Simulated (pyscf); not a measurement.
Thermochemistry of product channels of HO–SiH₃ on the singlet surface, in kJ/mol, from ωB97M-D3(BJ)/def2-TZVP energies (ideal gas, 1 atm, RRHO with modes under 100 cm⁻¹ raised to 100, one conformer, R ln 2 for rigid chiral ones). Optimised with ωB97X-D3(BJ)/def2-SVP in PySCF.

```json
[
 {"products": "O=SiH₂ + H₂", "ΔE": "…", "ΔH(298 K)": "+186.1", "ΔG(600 K)": "+120.0", "ΔG(900 K)": "+85.9"},
 {"products": "HO–SiH: [singlet] + H₂", "ΔE": "+193.2", "ΔH(298 K)": "+179.0", "ΔG(600 K)": "+108.0", "ΔG(900 K)": "…"}
]
```

Q: Fill in the missing entries.

A: 
- O=SiH₂ + H₂, ΔE: +205.6
- HO–SiH: [singlet] + H₂, ΔG(900 K): +71.1

These are energies of the channels, which say nothing of barriers.
